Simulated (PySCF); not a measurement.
PySCF input (PBE/def2-TZVPP):

```python
import numpy as np, basis_set_exchange as bse
from pyscf import gto, scf, dft, df, tdscf

basis = {'F': gto.basis.parse(bse.get_basis('def2-TZVPP', elements=['F'], fmt='nwchem')), 'O': gto.basis.parse(bse.get_basis('def2-TZVPP', elements=['O'], fmt='nwchem'))}
mol = gto.M(
    atom='''
    F     0.03923562    1.10057360   -0.27954166
    O    -0.01962367    0.00815420    0.59730772
    F    -0.02179237   -1.10782178   -0.25139853
    ''',
    basis=basis,
    charge=0,
    verbose=4,
    max_memory=2160,
)
mf = dft.RKS(mol, xc='pbe')
mf.grids.level = 3
mf = mf.density_fit(auxbasis=df.autoaux(mol))
mf.conv_tol = 1e-9
mf.max_cycle = 100
print('smallest overlap eigenvalue', np.linalg.eigvalsh(mol.intor('int1e_ovlp'))[0])
mf.kernel()
dip = mf.dip_moment()
td = tdscf.TDA(mf)
td.nstates = 4
td.kernel()
td.analyze()
osc = td.oscillator_strength()
```

Output:

```
PySCF version 2.14.0

[INPUT] verbose = 4
[INPUT] num. atoms = 3
[INPUT] num. electrons = 26
[INPUT] charge = 0
[INPUT] spin (= nelec alpha-beta = 2S) = 0
[INPUT] symmetry False subgroup None
[INPUT] Mole.unit = angstrom
[INPUT] Symbol           X                Y                Z      unit          X                Y                Z       unit  Magmom
[INPUT]  1 F      0.039235620000   1.100573600000  -0.279541660000 AA    0.074144576128   2.079782683927  -0.528257177806 Bohr   0.0
[INPUT]  2 O     -0.019623670000   0.008154200000   0.597307720000 AA   -0.037083361859   0.015409204765   1.128748002888 Bohr   0.0
[INPUT]  3 F     -0.021792370000  -1.107821780000  -0.251398530000 AA   -0.041181610905  -2.093479759028  -0.475074369818 Bohr   0.0

nuclear repulsion = 73.7508476139943
number of shells = 33
number of NR pGTOs = 138
number of NR cGTOs = 93
basis = {'F': [[0, [35479.100441, 0.00021545014888], [5318.4728983, 0.0016700686527], [1210.4810975, 0.0086733211476], [342.8551814, 0.035049933175], [112.01943181, 0.11165320133], [40.714740248, 0.25988506647]], [0, [16.039678111, 0.3942296688], [6.503818674, 0.24998238551]], [0, [1.5440477509, 1.0]], [0, [0.61223452862, 1.0]], [0, [0.24027979698, 1.0]], [1, [80.233900483, 0.0063685999134], [18.594010743, 0.04430314353], [5.6867902653, 0.16867248708], [1.9511006294, 0.36166346255]], [1, [0.66970211298, 0.44202901491]], [1, [0.2165130041, 0.2431987573]], [2, [3.107, 1.0]], [2, [0.855, 1.0]], [3, [1.917, 1.0]]], 'O': [[0, [27032.382631, 0.00021726302465], [4052.3871392, 0.0016838662199], [922.3272271, 0.0087395616265], [261.24070989, 0.035239968808], [85.354641351, 0.11153519115], [31.035035245, 0.25588953961]], [0, [12.260860728, 0.39768730901], [4.9987076005, 0.2462784943]], [0, [1.1703108158, 1.0]], [0, [0.46474740994, 1.0]], [0, [0.18504536357, 1.0]], [1, [63.274954801, 0.0060685103418], [14.627049379, 0.041912575824], [4.4501223456, 0.16153841088], [1.5275799647, 0.35706951311]], [1, [0.52935117943, 0.44794207502]], [1, [0.1747842127, 0.24446069663]], [2, [2.314, 1.0]], [2, [0.645, 1.0]], [3, [1.428, 1.0]]]}
ecp = {}
ETB for F: l = 0, exps = 0.4330260082 * 1.8^n , n = 0..15
ETB for F: l = 1, exps = 0.4330260082 * 1.8^n , n = 0..12
ETB for F: l = 2, exps = 0.4330260082 * 1.8^n , n = 0..11
ETB for F: l = 3, exps = 1.0715130041 * 2.2^n , n = 0..6
ETB for F: l = 4, exps = 1.71 * 2.2^n , n = 0..2
ETB for O: l = 0, exps = 0.3495684254 * 1.8^n , n = 0..15
ETB for O: l = 1, exps = 0.3495684254 * 1.8^n , n = 0..12
ETB for O: l = 2, exps = 0.3495684254 * 1.8^n , n = 0..11
ETB for O: l = 3, exps = 0.8197842127 * 2.2^n , n = 0..6
ETB for O: l = 4, exps = 1.29 * 2.2^n , n = 0..2
smallest overlap eigenvalue 0.0057437539858053565

******** <class 'pyscf.df.df_jk.DFRKS'> ********
method = DFRKS
initial guess = minao
damping factor = 0
level_shift factor = 0
DIIS = <class 'pyscf.scf.diis.CDIIS'>
diis_start_cycle = 1
diis_space = 8
diis_damp = 0
SCF conv_tol = 1e-09
SCF conv_tol_grad = None
SCF max_cycles = 100
direct_scf = False
XC library pyscf.dft.libxc version 7.1.2
    S. Lehtola, C. Steigemann, M. J. T. Oliveira, and M. A. L. Marques,  SoftwareX 7, 1–5 (2018)
XC functionals = pbe
    J. P. Perdew, K. Burke, and M. Ernzerhof,  Phys. Rev. Lett. 77, 3865 (1996)
    J. P. Perdew, K. Burke, and M. Ernzerhof,  Phys. Rev. Lett. 78, 1396 (1997)
    J. P. Perdew, K. Burke, and M. Ernzerhof,  Phys. Rev. Lett. 77, 3865 (1996)
    J. P. Perdew, K. Burke, and M. Ernzerhof,  Phys. Rev. Lett. 78, 1396 (1997)
radial grids:
    Treutler-Ahlrichs [JCP 102, 346 (1995); DOI:10.1063/1.469408] (M4) radial grids

becke partition: Becke, JCP 88, 2547 (1988); DOI:10.1063/1.454033
pruning grids: <function nwchem_prune>
grids dens level: 3
symmetrized grids: False
atomic radii adjust function: <function treutler_atomic_radii_adjust>
small_rho_cutoff = 0
Set gradient conv threshold to 3.16228e-05
Initial guess from minao.
tot grids = 42608
init E= -274.813131736436
  HOMO = -0.286313850848416  LUMO = -0.117381362462425  gap/eV = 4.59689
cycle= 1 E= -274.510155299139  delta_E= 0.303  |g|= 0.493  |ddm|= 1.48
  HOMO = -0.291767416268849  LUMO = -0.172004041558635  gap/eV = 3.25893
cycle= 2 E= -274.286456231093  delta_E= 0.224  |g|= 1.29  |ddm|= 0.641
  HOMO = -0.26806376387632  LUMO = -0.147470279324487  gap/eV = 3.28152
cycle= 3 E= -274.537970972521  delta_E= -0.252  |g|= 0.204  |ddm|= 0.564
  HOMO = -0.275805094449233  LUMO = -0.145930867357929  gap/eV = 3.53406
cycle= 4 E= -274.544977545409  delta_E= -0.00701  |g|= 0.0276  |ddm|= 0.114
  HOMO = -0.277158488489142  LUMO = -0.148140992305459  gap/eV = 3.51074
cycle= 5 E= -274.545093023457  delta_E= -0.000115  |g|= 0.00621  |ddm|= 0.0128
  HOMO = -0.276047734857428  LUMO = -0.146990438333211  gap/eV = 3.51183
cycle= 6 E= -274.545099124936  delta_E= -6.1e-06  |g|= 0.000798  |ddm|= 0.00378
  HOMO = -0.276159642465537  LUMO = -0.147134891901773  gap/eV = 3.51094
cycle= 7 E= -274.545099214791  delta_E= -8.99e-08  |g|= 9.43e-05  |ddm|= 0.000448
  HOMO = -0.276154912142829  LUMO = -0.147131861932035  gap/eV = 3.51090
cycle= 8 E= -274.545099216005  delta_E= -1.21e-09  |g|= 9.27e-06  |ddm|= 5.66e-05
  HOMO = -0.276154438824157  LUMO = -0.147131424994617  gap/eV = 3.51090
cycle= 9 E= -274.545099215982  delta_E= 2.3e-11  |g|= 1.49e-05  |ddm|= 1.05e-05
  HOMO = -0.276154363463561  LUMO = -0.14713140169069  gap/eV = 3.51089
Extra cycle  E= -274.545099215648  delta_E= 3.34e-10  |g|= 4.69e-05  |ddm|= 2.98e-05
converged SCF energy = -274.545099215648
Dipole moment(X, Y, Z, Debye): -0.00816,  0.00322,  0.24821

******** <class 'pyscf.tdscf.rks.TDA'> for <class 'pyscf.df.df_jk.DFRKS'> ********
nstates = 4 singlet
deg_eia_thresh = 1.000e-03
wfnsym = None
conv_tol = 1e-05
eigh lindep = 1e-12
eigh level_shift = 0
eigh max_cycle = 100
chkfile = tmp1ao_7xj3

Excitation energies (eV)
[4.17834048 4.84260925 7.11123551 7.26044693]

** Singlet excitation energies and oscillator strengths **
Excited State   1:      4.17834 eV    296.73 nm  f=0.0002
      13 -> 14        0.70502
Excited State   2:      4.84261 eV    256.03 nm  f=0.0000
      13 -> 15        0.70408
Excited State   3:      7.11124 eV    174.35 nm  f=0.0000
      11 -> 14        0.70282
Excited State   4:      7.26045 eV    170.77 nm  f=0.0024
      10 -> 14        0.63583
      12 -> 15        0.29240

** Transition electric dipole moments (AU) **
state          X           Y           Z        Dip. S.      Osc.
  1        -0.0451      0.0012     -0.0015      0.0020      0.0002
  2        -0.0000     -0.0000      0.0000      0.0000      0.0000
  3         0.0000      0.0000      0.0000      0.0000      0.0000
  4         0.0038     -0.0014     -0.1159      0.0134      0.0024

** Transition velocity dipole moments (imaginary part, AU) **
state          X           Y           Z        Dip. S.      Osc.
  1         0.0832     -0.0023      0.0028      0.0069      0.0301
  2         0.0000      0.0000     -0.0000      0.0000      0.0000
  3        -0.0000      0.0000      0.0000      0.0000      0.0000
  4         0.0003     -0.0001     -0.0098      0.0001      0.0002

** Transition magnetic dipole moments (imaginary part, AU) **
state          X           Y           Z
  1         0.0116      0.4206     -0.0053
  2         0.0187     -0.0077     -0.5685
  3        -0.0156      0.0065      0.4756
  4         0.0003     -0.0000      0.0001
```
